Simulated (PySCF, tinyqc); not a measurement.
Orbital energy against energy difference: ionisation energy by orbital energies and by energy differences in the cc-pvdz basis, for BH, spin multiplicity 1. Computed by the program tinyqc with PySCF. The cation is unrestricted; errors are against CCSD(T) in this basis, not against experiment.

Geometry (angstrom):

| atom | x | y | z |
|---|---|---|---|
| B | 0.0000 | 0.0000 | 0.0000 |
| H | 0.0000 | 0.0000 | 1.1610 |

CCSD(T) difference in the same basis = 9.5605 eV

IP-EOM-CCSD = 9.5866 eV

First vertical ionisation energy (eV):

| method | -e(HOMO) | E(cation) - E | error of -e(HOMO) | error of the difference |
|---|---|---|---|---|
| HF | 9.3188 | 8.361897 | -0.2417 | -1.1986 |
| LDA | 5.2239 | 9.593125 | -4.3366 | 0.0326 |
| PBE | 5.2515 | 9.506248 | -4.3090 | -0.0542 |
| B3LYP | 6.2744 | 9.635983 | -3.2860 | 0.0755 |
| CAM-B3LYP | 7.8594 | 9.611769 | -1.7011 | 0.0513 |
| LC-wPBE | 9.2892 | 9.526480 | -0.2713 | -0.0340 |

Estimate the missing row, method = PBE0.

Computed row:
```
method  -e(HOMO)  E(cation) - E  error of -e(HOMO)  error of the difference
PBE0      6.4594       9.460860            -3.1011                  -0.0996
```

Koopmans errs by -0.24 eV and Delta-HF by -1.20 eV: relaxation, 0.96 eV, lowers the value and the missing correlation difference works against it. The PBE level is off by -4.3 eV through the wrong tail of its potential, though its energy difference is off by -0.05 eV; exact exchange deepens the level, and among the orbital energies HF comes closest; among the differences LDA does. The restricted reference is unstable here: a spin-polarised solution lies 0.0069 hartree lower (PySCF), so results built on it describe a poor reference.
